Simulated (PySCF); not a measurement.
Compound: N-methylsulfinylamine, CH3NOS.
SMILES: `CN=S=O`

Computed, not measured: EOM-EE-CCSD/aug-cc-pVDZ in PySCF, restricted Hartree–Fock reference, frozen core, non-relativistic, gas phase, PBE0-D3(BJ)/def2-SVP geometry.

Problem. Give the EOM-CCSD singlets and triplets.

Solution. 
| state | E (eV) | cm⁻¹ | main singles (HF orbitals, share of the singles part) |
| --- | --- | --- | --- |
| singlet 1 | 4.23 | 34120 | HOMO-1→LUMO 84 % |
| singlet 2 | 4.99 | 40250 | HOMO-2→LUMO 85 % |
| singlet 3 | 5.65 | 45570 | HOMO→LUMO 74 % |
| singlet 4 | 7.17 | 57830 | HOMO→LUMO+1 34 %, HOMO→LUMO+6 16 %, HOMO→LUMO+10 12 % |
| triplet 1 | 3.11 | 25080 | HOMO→LUMO 84 % |
| triplet 2 | 3.77 | 30410 | HOMO-1→LUMO 83 % |

Problem. What is the vertical gap between the lowest excited singlet and the lowest triplet?

Solution. 4.23 − 3.11 = 1.12 eV (108 kJ/mol).

The first EOM-IP-CCSD ionisation energy is 10.73 eV, 3.56 eV above the highest singlet listed and 6.50 eV above the lowest.

T1 diagnostic 0.020. EOM-CCSD puts states of mainly double-excitation character too high. An iterative search for so few roots can pass over a low state.

Time: 8.5 min wall. Hardware: one thread of an x86-64 server, on a shared host.
